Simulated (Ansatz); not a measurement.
input.yaml (Ansatz)

```yaml
crystal:
  lattice:
    - [0.0, 2.3954042659, 2.3954042659]
    - [2.3954042659, 0.0, 2.3954042659]
    - [2.3954042659, 2.3954042659, 0.0]
  atoms:
    - { symbol: Ce, position: [0.0, 0.0, 0.0], spin: 1.0 }
hamiltonian:
  xc: revpbe
  pseudopotentials:
    kind: paw
    azcp:
      Ce: "pseudopotentials/Ce.paw.azcp"
basis:
  ecutwfc: 420
  fft_grid_basis: typed
kpoints:
  mp_grid: { grid: [6, 6, 6], shift: [0, 0, 0] }
magnetization:
  spin_polarized: true
scf:
  occupations: { method: fermi_dirac, width: 0.1 }
```

Terminal output

```
band count auto-derived: 16 (N_el = 12.0; filled up to band 6; 11 by the electrons, moments and atoms)
Engine: ansatz 0.2.0, x86_64-unknown-linux-gnu
Pseudopotentials: kind: paw
Pseudopotential: Ce, paw, valence charge 12, recommended cutoff 420 eV (normal) 
Functional definition: revPBE
  parameter kappa = 1.245
  parameter beta = 0.06672455060314922
  exchange = pbe_x(kappa = kappa, mu = beta*pi^2/3)
  correlation = pbe_c(beta = beta)
Crystal: 1 atoms, lattice volume = 27.489 Å³
Basis set: ecut = 420 eV, 537 PW (Γ)
Bands: 16, of which v1, the nominal top of the filled ones, is band 6 counted from 1 (5 counted from 0)
Symmetry: 48 space group operations
Space group: Fm-3m (ITA 225), of the structure as read, at distance tolerance 3.0e-5 Å
Magnetic group: BNS 225.116 (UNI 1618), of the structure as read, at distance tolerance 3.0e-5 Å
k-points: 16 of 216
Non-local potential: Ce, projectors of the file, l = 0: 3, l = 1: 2, l = 2: 2, l = 3: 3
PAW form: soft (Blöchl's): semilocal exchange-correlation on the pseudo side does not see the compensation charge
PAW frozen core: Ce, regenerated for the run's functional, and the local potential with it (the file was generated under x = pbe(κ = 0.804, μ = 0.2195149727645171), c = pbe(β = 0.06672455060314922))
PAW one-centre angular grid: Ce, 590 points (default); XC on 64 Gauss nodes
Initial density: superposition of atomic densities (chi_scale 0.1, normalization cell)
Starting moments: Σ|m| = 1 μB on 1 of 1 site
Initial wavefunctions: pseudopotential atomic-orbital guess
Functional: x = revpbe(κ = 1.245, μ = 0.2195149727645171), c = pbe(β = 0.06672455060314922)
SCF iter   1: F=—  HF=-6584.060022 eV  |F-HF|=—  |Δ(HF+E_count)|=         —  Δρ=1.18e-1 (↑1.18e-1 ↓9.19e-2)  dr2=5.88e0  dr2_m=4.86e-1  M=0.127 μB ∫|m|=0.128 μB  β_m=0.30  ethr=3.10e-3  ⟨swp⟩=5.7  Hψ=2615  notcnv=0
Mixer restart at iter 1: flushing history
SCF iter   2: F=—  HF=-6583.229463 eV  |F-HF|=—  |Δ(HF+E_count)|=   8.31e-1  Δρ=8.07e-2 (↑8.07e-2 ↓6.46e-2)  dr2=2.55e0  dr2_m=2.46e-1  M=0.101 μB ∫|m|=0.101 μB  β_m=0.59  ethr=3.10e-3  ⟨swp⟩=3.3  Hψ=1540  notcnv=0
SCF iter   3: F=—  HF=-6582.400942 eV  |F-HF|=—  |Δ(HF+E_count)|=   8.29e-1  Δρ=1.10e-2 (↑6.05e-3 ↓1.10e-2)  dr2=2.37e-2  dr2_m=4.27e-3  M=0.036 μB ∫|m|=0.037 μB  β_m=0.79  ethr=3.10e-3  ⟨swp⟩=3.7  Hψ=1394  notcnv=0  defer=1
SCF iter   4: F=—  HF=-6582.544034 eV  |F-HF|=—  |Δ(HF+E_count)|=   1.43e-1  Δρ=3.34e-3 (↑1.42e-3 ↓3.34e-3)  dr2=5.77e-3  dr2_m=3.84e-4  M=0.014 μB ∫|m|=0.014 μB  β_m=0.90  ethr=1.98e-4  ⟨swp⟩=2.9  Hψ=1218  notcnv=0
SCF iter   5: F=—  HF=-6582.575718 eV  |F-HF|=—  |Δ(HF+E_count)|=   3.17e-2  Δρ=1.53e-3 (↑1.04e-3 ↓1.53e-3)  dr2=8.11e-4  dr2_m=3.27e-5  M=0.005 μB ∫|m|=0.005 μB  β_m=0.95  ethr=4.81e-5  ⟨swp⟩=2.1  Hψ=1051  notcnv=0
SCF iter   6: F=—  HF=-6582.586324 eV  |F-HF|=—  |Δ(HF+E_count)|=   1.06e-2  Δρ=8.08e-4 (↑7.64e-4 ↓8.08e-4)  dr2=5.89e-4  dr2_m=1.76e-7  M=0.001 μB ∫|m|=0.001 μB  β_m=0.97  ethr=6.76e-6  ⟨swp⟩=2.0  Hψ=1004  notcnv=0
SCF iter   7: F=—  HF=-6582.588813 eV  |F-HF|=—  |Δ(HF+E_count)|=   2.49e-3  Δρ=1.32e-4 (↑6.02e-5 ↓1.32e-4)  dr2=4.12e-6  dr2_m=1.61e-6  M=-0.001 μB ∫|m|=0.001 μB  β_m=0.93  ethr=4.91e-6  ⟨swp⟩=2.0  Hψ=1028  notcnv=0
SCF iter   8: F=—  HF=-6582.588794 eV  |F-HF|=—  |Δ(HF+E_count)|=   1.92e-5  Δρ=1.34e-4 (↑1.34e-4 ↓1.02e-4)  dr2=1.33e-5  dr2_m=7.20e-8  M=-0.000 μB ∫|m|=0.000 μB  β_m=0.93  ethr=3.43e-8  ⟨swp⟩=2.0  Hψ=900  notcnv=0
SCF iter   9: F=—  HF=-6582.588832 eV  |F-HF|=—  |Δ(HF+E_count)|=   3.83e-5  Δρ=1.50e-5 (↑5.09e-6 ↓1.50e-5)  dr2=4.09e-8  dr2_m=2.27e-8  M=-0.000 μB ∫|m|=0.000 μB  β_m=0.96  ethr=3.43e-8  ⟨swp⟩=2.3  Hψ=905  notcnv=0
SCF iter  10: F=—  HF=-6582.588832 eV  |F-HF|=—  |Δ(HF+E_count)|=   9.71e-9  Δρ=4.23e-6 (↑2.44e-6 ↓4.23e-6)  dr2=9.69e-9  dr2_m=2.52e-10  M=-0.000 μB ∫|m|=0.000 μB  β_m=0.95  ethr=3.41e-10  ⟨swp⟩=2.2  Hψ=786  notcnv=0
SCF iter  11: F=-6582.588832 eV  HF=-6582.588832 eV  |F-HF|=6.78e-9  |Δ(HF+E_count)|=   2.43e-8  Δρ=2.93e-6 (↑2.63e-6 ↓2.93e-6)  dr2=7.49e-9  dr2_m=9.52e-12  M=-0.000 μB ∫|m|=0.000 μB  ethr=8.07e-11  ⟨swp⟩=1.1  Hψ=1526  notcnv=0
SCF 1 converged in 11 iterations: F = -6582.588832 eV  dr2 = 7.49e-9
WARN: the starting moments were not kept: the SCF closed with an absolute magnetisation of 7.7e-6 μB, where they sum to 1 μB in size (1 site). That is at most 0.1 of that sum. Measured as dr2_m measures the in/out step, that magnetisation stands 3.1e-11 eV from none, at or under the dr2_threshold of 1.0e-7 eV: it is no larger than a step whose dr2_m would equal this threshold. The system may hold no moment; this SCF shows only that its start led to no more than that. To try another start: raise the starting moments (crystal.atoms[].spin, magnetization.per_species, magnetization.initial_magnetization, or on a non-collinear deck that types none of these the spinor_matrix: blocks that start its atoms; where the total moment is fixed, keep their sum and leave initial_magnetization as it is; typed ones take the place of any that the run laid by itself, positive ones on a crystal's lanthanoids without a Hubbard term where scf.initial_density.shell_occupations: [] is typed) or, if the notice of its spin-set hold's release reads "site moments contracting" or "site moments show no strong build", lengthen the hold (scf.mixing.spin_hold: { on: { confirm: 4 } }; for m-r²SCAN on two components see the key's manual first). Each may lead to a state that holds a moment. A second SCF, from the converged charge density, with the starting moments and any scf.initial_density.shell_occupations laid on it anew, would have followed, and was not run: the deck does not ask for one (magnetization.retry_lost_moments is false, the default). To let it run, set magnetization.retry_lost_moments: true and run the deck again, where that key's refused combinations let it; where memory then withholds it, that run's warning says so.
SCF converged after 11 iterations
Magnetization: -0.0000 μB (6.0000 up, 6.0000 down)
Absolute magnetization: 0.0000 μB (∫|ρ↑−ρ↓|, with the PAW one-centre terms)
Spin contamination: 0.0000 ħ² per cell (⟨S²⟩ above its minimum at these occupations)
Per-site moments (μB) at R_I (Å): [(-5.757094944258018e-6, 1.3973904450833858)]
Free energy (F): -6582.588832 eV
Harris-Foulkes:  -6582.588832 eV  (|F-HF|=6.78e-9)
Internal energy: -6582.501886 eV  (E = F + TS)
E sigma→0 (E₀):  -6582.545359 eV
Entropy (-TS):   -0.086946 eV (-86.946 meV/atom)
Fermi energy:    15.724660 eV
--- Per-component energies (eV) ---
  E_band       = 13.663381
  E_kinetic    = 373.357262
  E_local      = -319.675452  (includes V_loc(G=0)·N_el)
  E_nonlocal   = -42.054363
  E_hartree    = 107.520699
  E_xc         = -224.275897
  E_vxc        = -249.015874  (∫ρ·V_xc dr)
  E_paw        = -5485.117271  (= ΣΔE_a)
  E_vpaw       = 36.008987  (= ΣTr[D̂ρ^β])
  E_aug_tail   = 0.000000  (compensation charges beyond the density's cutoff)
  E_ewald      = -992.205791
  E_core_change = -0.051075  (= ΣΔE_core)
  E_smearing   = -0.086946  (= −TS)
  E_closure    = -0.000000  (closes the sum)
  Σ components = -6582.588832   (vs F -6582.588832, Δ=0.00e0)
```

Open f shells have many self-consistent states, so the state found may not be the lowest.
